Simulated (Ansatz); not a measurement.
System: vinyl chloride, C2H3Cl (charge 0, singlet). 
Geometry from a B3LYP-D3(BJ)/def2-TZVP (Ansatz, an electronic-structure program) optimisation:
```xyz
6

C      0.0112     0.7589    -0.0124
C      1.3049     1.0233     0.0034
Cl    -0.6370    -0.8532     0.0042
H     -0.7591     1.5163    -0.0370
H      2.0529     0.2431     0.0280
H      1.6388     2.0524    -0.0084
```

Computed values are from Ansatz. Valence correlation only, unless marked. Open shells are spin-unrestricted. No spin-orbit coupling. No relativistic terms. CBS marks a two-point X^-3 extrapolation of the correlation energy; Hartree-Fock from the larger set. The bracket is a focal-point correction in the basis named.

Q: What is the total energy at RI-MP2/CBS(aug-cc-pV(T+d)Z,aug-cc-pV(Q+d)Z)+[CCSD(T)-MP2]/aug-cc-pV(T+d)Z?

A: -537.6554 Eh.

Q: What is the atomisation energy De at RI-MP2/CBS(aug-cc-pV(T+d)Z,aug-cc-pV(Q+d)Z)+[CCSD(T)-MP2]/aug-cc-pV(T+d)Z?

A: 2271.7 kJ/mol.

Q: What is the T1 diagnostic at CCSD/aug-cc-pV(T+d)Z?

A: 0.010.

Q: What is the dipole moment at CCSD(T)/aug-cc-pV(D+d)Z?

A: 1.47 D.
